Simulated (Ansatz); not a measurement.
**AlBH4O: taking an electron away**

One table from this session's results is given with a row withheld; the runs are named, their logs left out.

The runs use Ansatz 0.2.0, Gaussian basis; unrestricted cation, the program's frozen cores in correlated methods.

Plan: UKS PBE-D4/def2-TZVPP; UKS r2SCAN-D4/def2-TZVPP; UKS PBE0-D4/def2-TZVPP; UKS B3LYP-D4/def2-TZVPP; UKS wB97X-V/def2-TZVPP; UKS wB97M-V/def2-TZVPP; UKS B2PLYP/def2-TZVPP; UHF-CCSD(T)/def2-TZVPP; UHF-MP2/def2-QZVPP; extrapolation to the limit; then −ε(HOMO) from the neutral's earlier runs with LDA (SPW92), PBE-D4, revPBE-D4, BLYP-D4, r2SCAN-D4, B97M-V, PBE0-D4, B3LYP-D4, r2SCANh-D4, r2SCAN0-D4, HSE06-D4, BHLYP-D4, CAM-B3LYP-D4, LC-ωPBE, ωB97X-V, ωB97M-V.

## The geometry

All runs share one geometry, relaxed beforehand with PBE0-D4 in a triple-zeta def2 set.

SMILES `O[BH][AlH2]`, 7 atoms, charge 0, spin multiplicity 1.

Atoms are counted from 1 here; the program's logs count them from 0.

Bond lengths: O1–B2 1.358 Å, O1–H4 0.962 Å, B2–Al3 2.147 Å, B2–H5 1.212 Å, Al3–H6 1.595 Å, Al3–H7 1.595 Å. Angles: B2–O1–H4 113.8°, O1–B2–Al3 119.1°, O1–B2–H5 117.3°, Al3–B2–H5 123.6°, B2–Al3–H6 121.6°, B2–Al3–H7 121.6°, H6–Al3–H7 116.7°.

Set-up of the first run:

File in.yaml:

```yaml
crystal:
  periodic: [false, false, false]
  atoms:
    - {symbol: O, position_ang: [-1.409192, -0.698769, -0.711813]}
    - {symbol: B, position_ang: [-0.371868, 0.174097, -0.635478]}
    - {symbol: Al, position_ang: [0.997630, 0.029291, 1.011994]}
    - {symbol: H, position_ang: [-1.973427, -0.564400, -1.479691]}
    - {symbol: H, position_ang: [-0.274880, 1.000488, -1.516933]}
    - {symbol: H, position_ang: [0.769137, 0.844329, 2.364297]}
    - {symbol: H, position_ang: [2.323799, -0.853035, 0.921925]}
basis:
  gaussian: {orbitals: def2-TZVPP}
total_charge: 1
magnetization: {spin_polarized: true, initial_magnetization: 1}
hamiltonian: {xc: pbe, dispersion: d4}
```

On the command line:

```
ansatz run in.yaml --threads 2 --pin off --events-out ev --progress --plain --max-ram 4352MiB
```

Among the steps run: Cation, UKS PBE-D4/def2-TZVPP; Cation, UKS r2SCAN-D4/def2-TZVPP; Cation, UKS PBE0-D4/def2-TZVPP; Cation, UKS B3LYP-D4/def2-TZVPP; Cation, UKS wB97X-V/def2-TZVPP; Cation, UKS wB97M-V/def2-TZVPP; Cation, UKS B2PLYP (frozen core)/def2-TZVPP; Cation, UHF-CCSD(T)/def2-TZVPP; Cation, UHF-MP2/def2-QZVPP.

One of the session's tables, all rows but one given; the rest of the session is left out.

Orbital estimates, from the neutral's runs:

| functional | −ε(HOMO) (eV) |
| --- | --- |
| LDA (SPW92) | 5.87 |
| PBE-D4 | 5.82 |
| revPBE-D4 | 5.78 |
| BLYP-D4 | 5.72 |
| r2SCAN-D4 | 6.04 |
| B97M-V | 6.12 |
| PBE0-D4 | 7.00 |
| B3LYP-D4 | 6.83 |
| r2SCANh-D4 | 6.48 |
| r2SCAN0-D4 | 7.15 |
| HSE06-D4 | ? |
| BHLYP-D4 | 8.13 |
| CAM-B3LYP-D4 | 8.36 |
| LC-ωPBE | 9.68 |
| ωB97X-V | 9.34 |
| ωB97M-V | 9.13 |

Q: Estimate the row for HSE06-D4 from the others.

**Answer.** −ε(HOMO) (eV): 6.60. In the column «−ε(HOMO) (eV)» it lies between r2SCANh-D4 (6.48) and B3LYP-D4 (6.83).
